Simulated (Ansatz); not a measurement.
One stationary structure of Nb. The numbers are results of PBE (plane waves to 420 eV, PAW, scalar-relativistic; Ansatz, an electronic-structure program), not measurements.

```xyz
1
Lattice="-1.6548 1.6548 1.6548 1.6548 -1.6548 1.6548 1.6548 1.6548 -1.6548" Properties=species:S:1:pos:R:3 pbc="T T T"
Nb     0.0000     0.0000     0.0000
```

Problem. Find the space group and the Wyckoff positions (tolerance 0.01 Å).

Solution. Space group Im-3m (No. 229); a = b = c = 3.310 Å, α = β = γ = 90.00°

| atom | site | symmetry | x | y | z |
|---|---|---|---|---|---|
| Nb | 2a | m-3m | 0.0000 | 0.0000 | 0.0000 |

This is the bcc (W type).

Problem. Give the shortest distances between elements (the closest pairs, up to four, under 3.6 Å).

Solution. Nb–Nb 2.87 Å.

| Item | Value |
|---|---|
| Volume per atom | 18.13 Å³ |
| Band gap | zero (metallic) |

No spin polarisation in the result.

Measured for Nb: a 3.294 Å (static lattice; corrected from measurement; as listed in Daniel Mejia-Rodriguez, S. B. Trickey, Phys. Rev. B (2018)). Computed minus measured — a: PBE +0.5 %. The computed values are for a static lattice.

The run could not lose the symmetry of its start.
